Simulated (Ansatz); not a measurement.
Cost and result for the atomization energy of C3H4O, SMILES `CC#CO` (8 atoms, 7 bonds).

```xyz
8

C     0.493    1.200    0.541
C    -0.009   -0.078    0.066
C    -0.422   -1.132   -0.329
O    -0.860   -2.314   -0.680
H     1.098    1.695   -0.223
H    -0.321    1.876    0.815
H     1.124    1.064    1.422
H    -1.103   -2.311   -1.612
```

The species carries charge 0 and has multiplicity 1. All single points use the PBE0-D4/def2-TZVP geometry. It is one conformer, not always the lowest. Program: Ansatz. All runs use 2 threads of an Intel Xeon Platinum 8488C on a shared host. Times are those of one run each, without the atoms' runs, and a repeat can differ threefold. Electronic energies, without spin–orbit coupling; frozen cores. CCSD(T)/CBS adds CCSD(T) − MP2 in def2-TZVPP to the MP2 limit, and its time is that of the two runs behind it. T1 = 0.012. B3LYP takes the VWN-RPA correlation (the form of Gaussian; ORCA's B3LYP/G). HSE06 is the plane-wave form, built on full-range PBE exchange.

CCSD(T)/CBS is a level of theory with its own doubt, some kJ/mol a heavy atom from the limit and from the frozen cores, so smaller differences don't rank the functionals.

```csv
level,functions,wall time
PBE-D4/def2-TZVPP (with forces),180,1.4 s
BHLYP-D4/def2-TZVPP,180,1.4 s
PBE0-D4/def2-TZVPP,180,1.5 s
HSE06-D4/def2-TZVPP,180,1.5 s
CCSD(T)/def2-SVP,76,1.6 s
B3LYP-D4/def2-TZVPP (with forces),180,1.8 s
r2SCANh-D4/def2-TZVPP,180,1.9 s
CAM-B3LYP-D4/def2-TZVPP,180,2.1 s
B97M-V/def2-TZVPP,180,4 s
ωB97M-V/def2-TZVPP (with forces),180,4.5 s
MP2/def2-QZVPP,348,11 s
CCSD(T)/def2-TZVPP,180,24 s
CCSD(T)/CBS(def2),–,35 s
```

(1) What atomization energy does each give, and how far from CCSD(T)/CBS? (An estimate is asked.)

Answers

(1) The calculation gave: 
| level | atomization (kJ/mol) | difference from CCSD(T)/CBS | per bond |
| --- | --- | --- | --- |
| PBE-D4/def2-TZVPP (with forces) | 3456.8 | 127.7 | 18.2 |
| BHLYP-D4/def2-TZVPP | 3202.6 | -126.5 | -18.1 |
| PBE0-D4/def2-TZVPP | 3365.2 | 36.1 | 5.2 |
| HSE06-D4/def2-TZVPP | 3368.7 | 39.6 | 5.7 |
| CCSD(T)/def2-SVP | 3181.0 | -148.1 | -21.2 |
| B3LYP-D4/def2-TZVPP (with forces) | 3337.9 | 8.8 | 1.3 |
| r2SCANh-D4/def2-TZVPP | 3317.6 | -11.5 | -1.6 |
| CAM-B3LYP-D4/def2-TZVPP | 3349.1 | 20.0 | 2.9 |
| B97M-V/def2-TZVPP | 3333.7 | 4.6 | 0.7 |
| ωB97M-V/def2-TZVPP (with forces) | 3344.2 | 15.1 | 2.2 |
| MP2/def2-QZVPP | 3385.1 | 56.0 | 8.0 |
| CCSD(T)/def2-TZVPP | 3241.0 | -88.1 | -12.6 |
| CCSD(T)/CBS(def2) | 3329.1 | 0.0 | 0.0 |

The D4 term adds +15.7 kJ/mol with B3LYP and +8.1 kJ/mol with PBE0; it sums over pairs of atoms, weighted by their polarisabilities, and B3LYP, whose exchange is more repulsive, gets the larger term. From BLYP to BHLYP (50 % exact exchange), in def2-TZVPP and without D4, the atomization energy moves by −140.0 kJ/mol: exact exchange takes away binding that semilocal exchange gives to molecules. In def2-TZVPP, CCSD(T) changes the Hartree–Fock value by +881.6 kJ/mol (the triples alone add +61.1 kJ/mol) and MP2 by +974.0 kJ/mol; breaking electron pairs costs correlation energy, which Hartree–Fock lacks.
